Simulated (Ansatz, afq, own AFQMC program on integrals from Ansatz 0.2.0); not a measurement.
**Si$_{2}$H$_{3}$⁺, triplet in aug-cc-pVDZ, levels against CCSDT(Q)**

| atom | x (Å) | y (Å) | z (Å) |
| --- | --- | --- | --- |
| Si | 0.0000 | 0.0235 | 1.0897 |
| Si | 0.0000 | -0.0769 | -1.1897 |
| H | 0.0000 | 1.2166 | 1.9857 |
| H | 0.0000 | -1.1800 | 1.9697 |
| H | 0.0000 | 1.4507 | -1.1705 |

Connectivity, by distances: SiH2–SiH.

Basis aug-cc-pVDZ. Noble-gas cores (and the filled d shells of Ga–Kr and In–Xe) are frozen. AFQMC by an in-house program on the Cholesky factors that Ansatz 0.2.0 writes for its CCSD(T) run. ph-AFQMC/CISD is guided by a CISD state made of CCSD amplitudes; releasing the constraint for a short imaginary time cuts its bias at the price of noise, slowly where states lie close. Error bars are statistical, one sigma.

Determinant: ROHF, the one that the program's search chose, which needn't be the lowest solution. The geometry is a PBE0/def2-TZVP stationary point of this or a neighbouring charge and spin state.

No full CI on the walks' own integrals is used here; CCSDT(Q) serves as the reference and is uncertain by about the last step of the cluster series.

Cautions: another spin lies lower (by 266 meV); the released energies are still falling, so no released level is given (meV from the phaseless value at times in 1/Eh: -3 ± 4 at 0.24, -6 ± 4 at 0.51, -12 ± 4 at 0.99, -16 ± 3 at 1.62, -25 ± 6 at 2.40), though the last usable value meets CCSDT(Q) within the noise.

The T1 diagnostic is 0.0314 and the weight of the determinant in the CISD state is 0.862. The size of the correlated space is 10 electrons in 71 orbitals.

```
  level  correlation energy (eV)
    MP2                  -4.1236
   CCSD                  -5.2038
CCSD(T)                  -5.3804
```

Estimate where phaseless AFQMC with a CISD trial lies against CCSD(T) on the same integrals.

3.1 ± 0.5 kJ/mol below CCSD(T).

Reference: CCSDT(Q), correlation energy -5.437 eV.

```
        level  E − E(reference) (kJ/mol)  share of correlation (%)
      CCSD(T)                        5.4                     98.96
        CCSDT                        0.9                     99.83
  ph-AFQMC/HF                  1.3 ± 2.4                     99.75
ph-AFQMC/CISD                  2.3 ± 0.5                     99.56
```

A walk keeps the symmetry of its determinant, which the program's search chose and which needn't be the lowest solution, so a lower state of the same spin and another symmetry isn't excluded.
